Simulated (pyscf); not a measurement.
H₂N–SiH: [singlet] + H₂O → HN=Si: [singlet] + H₂O + H₂, a multi-bond step (singlet surface; H–N, H–Si, H–O broken, H–O, H–H formed). Optimised with ωB97X-D3(BJ)/def2-SVP in PySCF. Energies in kcal/mol from the separated reactants.

GFN2-xTB: tblite. 

Question: In single points GFN2-xTB puts the saddle at 43.7 kcal/mol and the reaction energy at +24.3 kcal/mol. Should these be trusted to within a few kcal/mol? Compare with ωB97M-D3(BJ)/def2-TZVP.

Answer: ωB97M-D3(BJ)/def2-TZVP gives ΔE‡ = 37.8 kcal/mol and ΔE = +20.9 kcal/mol. GFN2-xTB lies 5.9 kcal/mol over it in the barrier and 3.4 kcal/mol over it in the reaction energy, so on this step it does not hold to within 3.0 kcal/mol. ωB97M-D3(BJ)/def2-TZVP has limits of its own. On the reactant side the descent ends in a complex, 5.4 kcal/mol under the separated species and 44.8 kcal/mol under the saddle at ωB97X-D3(BJ)/def2-TZVP. On the product side the descent ends in a complex (not fully relaxed), 5.5 kcal/mol under the separated species and 21.2 kcal/mol under the saddle at ωB97X-D3(BJ)/def2-TZVP. The products may also form a dative adduct at HN=Si: [singlet]; it and routes through it were not searched. The same reactants have a lower exit, to NH₃ + HO–SiH: [singlet] (barrier -0.4 kcal/mol at ωB97M-D3(BJ)/def2-TZVP, against +37.8 kcal/mol here). This is the saddle that the search found; another between the same sides may lie lower.
